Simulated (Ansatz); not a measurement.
A nudged elastic band was laid between two geometries of BH5N2 + H (9 atoms, charge 0, multiplicity 2).

Level of theory: UKS PBE/6-31G* (Ansatz).

- movable images: 7
- climbing image: yes
- spring: 5.0 eV/Å²
- optimiser: quadratic models (default)
- start path: through a guess of the saddle point
- force threshold: 0.03 eV/Å
- iteration limit: 60
- end points: relaxed

First end point:

```xyz
9
Properties=species:S:1:pos:R:3
B 0.024 -0.102 -0.262
H 0.044 -0.506 0.878
N 1.263 0.080 -0.937
H 2.150 -0.118 -0.488
H 1.359 0.414 -1.892
N -1.236 0.169 -0.862
H -2.107 0.032 -0.361
H -1.365 0.510 -1.811
H -0.131 -0.479 3.865
```

Last end point:

```xyz
9
Properties=species:S:1:pos:R:3
B 0.008 0.012 -0.386
H -0.010 -0.501 2.312
N 1.272 0.101 -1.007
H 2.136 -0.049 -0.497
H 1.421 0.328 -1.995
N -1.262 0.199 -0.969
H -2.120 0.115 -0.433
H -1.423 0.437 -1.952
H -0.021 -0.642 3.058
```

Problem. What changes between the two ends?

Solution. Bonds broken: B1–H2. Bonds formed: H2–H9. BH5N2 + H becomes BH4N2 + H2.

Problem. Give the energies along the band, and the barrier.

Solution. It converged. The highest image is number 4 of 0 to 8, 0.278 eV above the first end and 0.134 eV above the last; the last end lies 0.144 eV above the first. A vibrational analysis at the climbing image gives one clearly imaginary mode, 643i cm⁻¹: a first-order saddle point.

| image | path coordinate (Å) | energy (eV) | B1–H2 (Å) | H2–H9 (Å) |
| --- | --- | --- | --- | --- |
| 0 | 0.00 | 0.000 | 1.21 | 2.99 |
| 1 | 0.48 | 0.003 | 1.21 | 2.53 |
| 2 | 0.96 | 0.020 | 1.21 | 2.08 |
| 3 | 1.44 | 0.081 | 1.23 | 1.56 |
| 4 | 1.92 | 0.278 | 1.62 | 0.89 |
| 5 | 2.26 | 0.228 | 1.95 | 0.80 |
| 6 | 2.60 | 0.177 | 2.23 | 0.77 |
| 7 | 2.93 | 0.151 | 2.49 | 0.76 |
| 8 | 3.27 | 0.144 | 2.75 | 0.76 |

Problem. What is the geometry of the highest image?

Solution. 
```xyz
9
Properties=species:S:1:pos:R:3:forces:R:3
B 0.002 -0.011 -0.151 0.00 0.00 -0.01
H -0.002 -0.462 1.406 0.00 0.00 0.01
N 1.267 0.086 -0.768 -0.01 0.00 0.02
H 2.127 -0.099 -0.261 0.00 0.00 0.00
H 1.425 0.357 -1.741 0.00 0.00 0.00
N -1.264 0.226 -0.724 0.00 0.00 -0.01
H -2.124 0.118 -0.195 0.01 0.00 0.01
H -1.422 0.499 -1.696 0.00 0.00 0.00
H -0.008 -0.713 2.259 0.00 0.00 0.00
```

Problem. What are the harmonic wavenumbers there?

Solution. 643i, 124, 157, 248, 304, 340, 344, 566, 812, 907, 1057, 1097, 1111, 1444, 1598, 1606, 2036, 3447, 3452, 3598, 3599 cm⁻¹.

Time of the run: 4.4 min on 1 thread of Arm Neoverse V2 (shared host), peak memory 0.13 GiB.
